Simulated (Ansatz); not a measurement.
# [GeH₃···H···H], doublet along the distance Ge1-H5

Starting geometry:

```xyz
6

Ge   -0.0337    0.0000    0.0000
H    -0.5451    1.4466    0.0000
H    -0.5451   -0.7233    1.2528
H    -0.5451   -0.7233   -1.2528
H     1.5007    0.0000    0.0000
H     2.5613    0.0000    0.0000
```

From there H5 is moved from one fragment to the other while all else, the fragments' distance too, stays fixed; atoms are numbered as listed. Energies are in eV, counted from the starting geometry at the same level. Kohn–Sham curves are unrestricted where that lies lower.

Basis cc-pVDZ; Ansatz 0.2.0. Correlated methods freeze the noble-gas cores and the filled d shells of p-block atoms. R marks a restricted (for open shells ROHF) determinant, U an unrestricted one. No spin–orbit coupling is included, and no scalar relativity.

Full CI isn't at hand for all of this; UCCSDT(Q) serves as the reference, and is uncertain by about the last step of the cluster series.

```json
{"distance Ge1-H5 (Å)": "1.427", "PBE": "0.304"}
{"distance Ge1-H5 (Å)": "1.534", "PBE": "0.000"}
{"distance Ge1-H5 (Å)": "1.579", "PBE": "-0.090"}
{"distance Ge1-H5 (Å)": "1.625", "PBE": "-0.169"}
{"distance Ge1-H5 (Å)": "1.670", "PBE": "-0.234"}
{"distance Ge1-H5 (Å)": "1.715", "PBE": "-0.286"}
{"distance Ge1-H5 (Å)": "1.760", "PBE": "-0.319"}
{"distance Ge1-H5 (Å)": "1.805", "PBE": "-0.322"}
{"distance Ge1-H5 (Å)": "1.850", "PBE": "-0.280"}
```

Problem. Estimate the UCCSDT(Q) curve in cc-pVDZ from this one, knowing how PBE errs.

Solution. The computed UCCSDT(Q) values, in eV from the starting point, and the error of PBE against them:
```json
{"distance Ge1-H5 (Å)": "1.427", "UCCSDT(Q)": "0.242", "PBE less UCCSDT(Q)": "0.062"}
{"distance Ge1-H5 (Å)": "1.534", "UCCSDT(Q)": "0.000", "PBE less UCCSDT(Q)": "0.000"}
{"distance Ge1-H5 (Å)": "1.579", "UCCSDT(Q)": "-0.071", "PBE less UCCSDT(Q)": "-0.019"}
{"distance Ge1-H5 (Å)": "1.625", "UCCSDT(Q)": "-0.138", "PBE less UCCSDT(Q)": "-0.031"}
{"distance Ge1-H5 (Å)": "1.670", "UCCSDT(Q)": "-0.203", "PBE less UCCSDT(Q)": "-0.032"}
{"distance Ge1-H5 (Å)": "1.715", "UCCSDT(Q)": "-0.264", "PBE less UCCSDT(Q)": "-0.022"}
{"distance Ge1-H5 (Å)": "1.760", "UCCSDT(Q)": "-0.316", "PBE less UCCSDT(Q)": "-0.002"}
{"distance Ge1-H5 (Å)": "1.805", "UCCSDT(Q)": "-0.347", "PBE less UCCSDT(Q)": "0.025"}
{"distance Ge1-H5 (Å)": "1.850", "UCCSDT(Q)": "-0.339", "PBE less UCCSDT(Q)": "0.058"}
```

The error spans 0.094 eV and is largest, 0.062 eV, at 1.427 Å.

In so small a basis the reference is far from its limit while semilocal and hybrid functionals are nearer theirs, so the functionals' errors here hold much of the reference's basis and frozen-core error, which can add to them or hide them.
